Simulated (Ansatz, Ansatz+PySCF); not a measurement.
```yaml
atoms:
  - { symbol: O, position_ang: [-0.0376, 0.0040, -0.4530] }
  - { symbol: O, position_ang: [-0.0167, 1.0707, 0.1641] }
  - { symbol: O, position_ang: [0.0037, -1.1105, 0.2070] }
```

RHF-MP2 on singlet O₃ was run in several spherical basis sets with Ansatz (development build ahead of 0.2.0). Frozen core: 3 orbitals. Caution for RHF-MP2: an unrestricted determinant lies well below; in another basis set an unrestricted determinant lies well below.

Q: Rank the basis sets by the total energy that they give, lowest first, with the distance from the lowest.
A. aug-cc-pVDZ
B. cc-pVTZ
C. def2-SVP
D. STO-3G
E. def2-TZVP
F. cc-pVDZ
G. 6-31G(d)
H. 6-31G

A: E (0.00 eV), B (0.23 eV), A (4.64 eV), F (6.20 eV), G (7.34 eV), C (11.88 eV), H (14.31 eV), D (98.48 eV).

Totals follow the description of the cores as much as that of the bonds, so this order isn't one of quality for chemistry.
